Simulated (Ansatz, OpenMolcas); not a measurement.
## OpenMolcas → Ansatz

This OpenMolcas 26.06 job computes SiH4O (Si(OH)H3):

run.input:
```
* H4OSi MP2

&GATEWAY
  BasLib = $CurrDir
  Coord
  6
  angstrom
  Si      -0.059940      -0.114970      -0.407910
  O       -0.059540      -0.091910       1.217130
  H        0.327320       0.620940       1.717260
  H        1.313150      -0.112770      -0.916850
  H       -0.760380       1.058380      -0.933190
  H       -0.760600      -1.359670      -0.676430
  Basis = STO-3G
  Group = NoSym

&SEWARD

&SCF
  Thresholds = 1e-10 1e-07 1e-07 1e-05
  PrOrbitals = 1 1

&MBPT2
  Frozen = 6
```

```bash
$ export MOLCAS_MEM=1860
$ pymolcas run.input > run.log
```

(Basis files named in the input come from the Basis Set Exchange and aren't shown.)

The shape is that of a GFN2-xTB optimisation.

It gives a total energy of -361.833746 Eh.

Q: Translate the job to Ansatz 0.2.0 as an input file of the program's own.

A: For example:

molecule.yaml:
```yaml
crystal:
  periodic: [false, false, false]
  atoms:
    - {symbol: Si, position_ang: [-0.059940, -0.114970, -0.407910]}
    - {symbol: O, position_ang: [-0.059540, -0.091910, 1.217130]}
    - {symbol: H, position_ang: [0.327320, 0.620940, 1.717260]}
    - {symbol: H, position_ang: [1.313150, -0.112770, -0.916850]}
    - {symbol: H, position_ang: [-0.760380, 1.058380, -0.933190]}
    - {symbol: H, position_ang: [-0.760600, -1.359670, -0.676430]}
basis:
  gaussian:
    orbitals: STO-3G
correlation:
  method: mp2
  frozen_orbitals: {H: 0, O: 1, Si: 5}
accuracy: high
```

```bash
$ ansatz run molecule.yaml --threads 1 --pin off --max-ram 2610MiB --events-out events.jsonl --progress --plain --runs-dir runs
```

Its energy is -361.833746 Eh, 0.000 mEh from the first.
